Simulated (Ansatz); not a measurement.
hcp Ti was calculated with LDA in Ansatz (PAW).

Settings: plane-wave cutoff 520 eV, 24×24×12 k mesh (along the axes of the cell as run), Fermi–Dirac smearing 0.05 eV, no spin polarisation, scalar-relativistic PAW data made under PBE.

Computed points:

```tsv
V (Å³/atom)	E − E_lowest (meV/atom)
15.461	10.83
15.783	2.63
16.105	0.00
16.427	2.47
16.749	9.60
```

What bulk modulus B0 and pressure derivative B′ does a third-order Birch–Murnaghan fit give?

V0 = 16.105 Å³/atom, B0 = 127 GPa, B′ = 3.5 (fit to the energies at full precision).

Shape and atoms are relaxed at each volume.

Measured, for comparison: bulk modulus 108 GPa (zero-point energy and finite temperature contributions removed; as tabulated in doi:10.1021/acs.jctc.3c00612). Computed (rounded) less measured: bulk modulus +18 %.

Note: the bulk modulus comes from volumes at which shape and atoms were relaxed.

Static lattice: no zero-point or thermal effects.

Ansatz is a quantum-chemistry and plane-wave program.
